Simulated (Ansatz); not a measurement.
A run of Ansatz (development build ahead of 0.2.0) on doublet C2H4O(+) at this shape:

```xyz
7

C     0.2881   -0.2978   -0.1996
O     1.1454    0.4792    0.0442
C    -1.1597   -0.1060    0.1466
H     0.5273   -1.2444   -0.7184
H    -1.3047    0.8488    0.6483
H    -1.7633   -0.1452   -0.7630
H    -1.4943   -0.9217    0.7916
```

Its results:

- Converged: yes
- Total energy: -153.16746 hartree
- Spin squared of the determinant: 0.758
- Stability test: minimum

Forces (eV/Å):
```tsv
atom	Fx	Fy	Fz
C1	-1.493	-0.300	0.105
O2	0.871	0.549	0.127
C3	-0.045	0.584	0.296
H4	0.498	-0.534	-0.354
H5	0.010	0.313	0.158
H6	0.016	-0.122	-0.536
H7	0.144	-0.489	0.203
```

Task: Which input gives this output? Name the method, the orbitals and the basis set, and write the input.

Result: PBE0 (unrestricted) in def2-SVP.

```yaml
crystal:
  periodic: [false, false, false]
  atoms:
    - { symbol: C, position_ang: [0.2881, -0.29777, -0.19963] }
    - { symbol: O, position_ang: [1.14536, 0.47917, 0.04419] }
    - { symbol: C, position_ang: [-1.1597, -0.10602, 0.1466] }
    - { symbol: H, position_ang: [0.52734, -1.24436, -0.71842] }
    - { symbol: H, position_ang: [-1.30469, 0.84881, 0.64827] }
    - { symbol: H, position_ang: [-1.7633, -0.14521, -0.76295] }
    - { symbol: H, position_ang: [-1.49426, -0.92167, 0.79165] }
basis:
  gaussian: { orbitals: def2-SVP }
total_charge: 1
magnetization:
  spin_polarized: true
  initial_magnetization: 1
hamiltonian:
  xc: pbe0
output:
  forces: true
```
